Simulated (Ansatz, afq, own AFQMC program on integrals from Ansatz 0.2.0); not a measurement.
Integrals from Ansatz 0.2.0, then the random walk in our own AFQMC program (afq).

```yaml
crystal:
  periodic: [false, false, false]
  atoms:
    - {symbol: O, position_ang: [0.000000, -0.101264, 0.500232]}
    - {symbol: C, position_ang: [0.000000, 0.073612, -0.752550]}
    - {symbol: H, position_ang: [0.000000, 0.730231, 1.027088]}
basis:
  gaussian: {orbitals: cc-pVQZ}
magnetization: {spin_polarized: true, initial_magnetization: 1}
correlation: {method: ccsd_t, electrons: outside_noble_gas, hamiltonian_folder: ham}
```

```sh
$ ansatz run in.yaml --threads 1 --pin off --events-out ev --progress --plain --max-ram 24576MiB --backend cuda --devices 0, --max-vram 18GiB
```

Options of the walk:

```
--method phaseless --trial hf --walkers 200 --populations 10 --least-time 40 --time-step 0.005 --steps-per-block 20 --equilibration-blocks 112 --max-blocks 4000 --target-error 0.001 --factor-cut 1e-05 --start spin_pure --seed 4980 --taylor-order 6
```

Times are imaginary, in 1/Eh. The walk had a cap of 108 s. With eight or more populations the least sampling time is a fifth of least-time, and the error comes from their spread.

Log:

```
orbitals 138  electrons 6 5  factors 849 of 849
reference energy -113.25054963 Eh
CCSD correlation -0.38538023 Eh in 13 cycles, weight of the determinant in the CISD state 0.8905
energy of the start -113.250785 Eh
 block  time / (1/Eh)  mean weight  energy / Eh
     1     0.100  1.0027  -113.401432
     2     0.200  1.0031  -113.490392
     3     0.300  1.0046  -113.538883
     4     0.400  1.0000  -113.557356
     5     0.500  1.0013  -113.573723
     7     0.700  1.0034  -113.597715
     9     0.900  1.0004  -113.615202
    39     3.900  1.0011  -113.663086
   115    11.500  1.0036  -113.655965
   191    19.100  1.0006  -113.656084
   267    26.700  0.9996  -113.631460
   305    30.500  0.9982  -113.695194
   343    34.300  1.0009  -113.679436
   419    41.900  1.0000  -113.622070
   495    49.500  1.0019  -113.646284
   571    57.100  0.9995  -113.643444
   647    64.700  1.0014  -113.666003
   723    72.300  1.0005  -113.658762
   799    79.900  0.9983  -113.662133
   875    87.500  0.9980  -113.674488
   951    95.100  0.9997  -113.633321
  1027   102.700  0.9996  -113.628680
  1103   110.300  0.9984  -113.674155
  1179   117.900  1.0012  -113.691497
  1255   125.500  1.0008  -113.644230
  1331   133.100  0.9995  -113.630618
  1407   140.700  0.9988  -113.632762
  1483   148.300  1.0005  -113.661323
  1521   152.100  1.0013  -113.652379
error from the spread of 10 populations
energy -113.652762 +/- 0.001815 Eh
(rows thinned)
```

The run passed its tests (sampling time, drift between the halves within three errors, error under three times the target), which doesn't prove that it has relaxed, ending at its cap on processor time.

Against this walk (error 49.4 meV) on the same determinant: CCSD(T) 19.5 meV higher (within the noise), the released energy of a separate walk with a CISD trial 4.7 ± 50.0 meV higher (within the noise), a separate phaseless walk with a CISD trial and standard settings 3.4 ± 49.9 meV higher (within the noise). The error is statistical and leaves out the bias of the constraint.

Cautions: constraint bias not in the error; error above the target (49.4 against 27.2 meV); so few walkers bias the energy.

The walk took 110 s on 1 × NVIDIA H100 80GB HBM3 with 2 threads of AMD EPYC 7R13 Processor (Zen 3), with other jobs on the host (the card was shared). The log's last line is the phaseless energy.

A walk keeps the symmetry of its determinant, which the program's search chose and which needn't be the lowest solution, so a lower state of the same spin and another symmetry isn't excluded.
